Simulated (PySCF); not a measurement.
**Stretching LiSi⁺**

Set-up: Li 6-31G(d,p), Si 6-31G(d,p); no relativity (PySCF 2.14). Energies in eV from Li⁺ + Si in their ground configurations at the same level. State: ³Π (triplet), unpaired electrons σ ↑, π ↑.

All columns are PBE0. A positive dipole points towards Si; it is taken about the centre of mass and depends on that origin.

| R (Å) | E (eV) | μ (D) | Mulliken charge on Li (basis-dependent) | HOMO (eV) | LUMO (eV) | Mayer bond order | ⟨S²⟩ |
| --- | --- | --- | --- | --- | --- | --- | --- |
| 2.412 | -0.587 | -6.25 | 0.57 | -11.12 | -8.89 | 0.64 | 2.00 |
| 2.525 | -0.678 | -6.64 | 0.61 | -10.98 | -8.75 | 0.59 | 2.00 |
| 2.637 | -0.728 | -7.03 | 0.64 | -10.84 | -8.61 | 0.54 | 2.00 |
| 2.721 | -0.746 | -7.33 | 0.67 | -10.74 | -8.51 | 0.51 | 2.00 |
| 2.805 | -0.751 | -7.64 | 0.69 | -10.65 | -8.41 | 0.48 | 2.00 |
| 2.889 | -0.746 | -7.95 | 0.71 | -10.56 | -8.32 | 0.45 | 2.00 |
| 3.001 | -0.729 | -8.37 | 0.73 | -10.44 | -8.20 | 0.42 | 2.00 |
| 3.142 | -0.693 | -8.91 | 0.76 | -10.30 | -8.06 | 0.39 | 2.00 |
| 3.310 | -0.640 | -9.57 | 0.78 | -10.14 | -7.90 | 0.35 | 2.00 |
| 3.534 | -0.560 | -10.49 | 0.81 | -9.94 | -7.70 | 0.31 | 2.00 |

A fit through these points gives, at Re = 2.804 Å, μ = -7.63 D and dμ/dR = -3.66 D/Å; the reduced mass is 5.609 u.

Task: How strong is the fundamental in the double-harmonic approximation, I = 42.26·(dμ/dR)²/μred km/mol?

Result: I = 42.26·(-3.66)²/5.609 = 101 km/mol at PBE0.

For an ion De counts to the pair picked by the measured ionisation energies or electron affinities, which need not be the lowest pair at this level. The state is the lowest determinant that a PBE0 search found; another state may lie lower at other levels.
